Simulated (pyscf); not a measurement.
PySCF, gas phase, ωB97X-D3(BJ)/def2-SVP geometries. Correlated levels are frozen-core, on RHF or UHF. ΔMP2 is the change of the MP2 total energy from the triple- to the quadruple-zeta basis.

PBE/def2-TZVP puts the barrier of HCl + Cl–Ga [singlet] → Cl–GaH–Cl (insertion; singlet surface; Cl–H broken, Cl–Ga, Ga–H formed) at 0.89 eV and the reaction energy at -0.97 eV, from the separated reactants. What do r²SCAN/def2-TZVP, B3LYP-D3(BJ)/def2-TZVP, CCSD(T)/def2-TZVPP + ΔMP2(QZVPP) give on the same structures?

r²SCAN: ΔE‡ = 0.87 eV, ΔE = -1.28 eV; B3LYP-D3(BJ): ΔE‡ = 1.20 eV, ΔE = -0.94 eV; CCSD(T): ΔE‡ = 1.28 eV, ΔE = -1.12 eV. PBE's barrier lies among them. Its reaction energy lies among theirs. This is the saddle that the search found; another between the same sides may lie lower. The CCSD(T) − MP2 part came from Ansatz, without density fitting, on the same reference. The frozen core leaves the outer d or s,p core shells of the metals and heavy elements correlated in the MP2 and CC values, and def2-TZVPP describes them poorly, which can shift differences by a few kcal/mol. Elements up to Kr have no core potential and no relativistic terms here.
